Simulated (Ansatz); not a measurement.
Reaction (substitution at a C–F bond): `FC1C=C1` + HCl → `ClC1C=C1` + H–F

Isolated molecules relaxed with PBE0-D4/def2-TZVP in Ansatz; ΔE leaves out vibrations. CCSD(T)/CBS adds triple-zeta CCSD(T) − MP2 to the extrapolated MP2 energy (def2 sets, frozen cores). This one scheme is used for every species. DFT in def2-TZVPP. B3LYP here is the variant with VWN-RPA as its local correlation; programs differ in this.

`FC1C=C1`:

Z-matrix (Å, degrees):
```
C
C 1 1.459
C 1 1.459 2 52.9
F 1 1.387 2 118.4 3 105.6
H 1 1.087 2 124.9 3 -110.3
H 2 1.077 1 147.0 3 -177.4
H 3 1.077 1 147.0 2 177.4
```

HCl:

```xyz
2

Cl   -0.111   -0.615    0.133
H     0.111    0.615   -0.133
```

`ClC1C=C1`:

Cartesian coordinates in Å:
```
Cl -1.900 -0.166 -1.030
C -0.164 0.103 -0.642
C 0.220 0.573 0.691
C 0.471 -0.670 0.427
H 0.339 0.399 -1.557
H 0.210 1.401 1.379
H 0.824 -1.640 0.733
```

H–F:

```xyz
2

F    -0.279    0.342    0.130
H     0.279   -0.342   -0.130
```

| level | ΔE (kJ/mol) | difference from CCSD(T)/CBS |
| --- | --- | --- |
| revPBE-D4 | -12.2 | 1.6 |
| B97M-V | 1.9 | 15.7 |
| r2SCANh-D4 | -4.5 | 9.3 |
| BHLYP-D4 | -2.2 | 11.6 |
| r2SCAN | -2.9 | 10.9 |
| B3LYP | 1.0 | 14.8 |
| r2SCANh | -3.6 | 10.2 |
| BHLYP | 2.4 | 16.2 |
| CCSD/def2-SVP | 10.4 | 24.2 |
| CCSD(T)/def2-TZVPP | -7.9 | 5.9 |
| CCSD(T)/CBS | -13.8 | 0 |

Task: What do rigid-rotor, harmonic-oscillator terms from PBE0-D4/def2-TZVP frequencies (298.15 K, 1 bar) make of the CCSD(T)/CBS value? (Best estimate.)

Result: Computed: ΔZPE = +2.9 kJ/mol, ΔH = -10.1 kJ/mol, ΔS = -1 J/(mol·K), ΔG = -9.9 kJ/mol.

Largest T1 diagnostic among the species: 0.011.

Leaving LDA and LC-ωPBE aside and taking each functional with its dispersion term where it has one, the values, not all of them listed here, spread over 14.5 kJ/mol, from revPBE-D4 to CAM-B3LYP-D4. In def2-TZVPP, CCSD(T) changes the Hartree–Fock value by −14.9 kJ/mol (the triples alone add −3.0 kJ/mol) and MP2 by −25.5 kJ/mol. At CCSD(T), def2-SVP lies +22.6 kJ/mol from the extrapolated value and def2-TZVPP +5.9 kJ/mol.
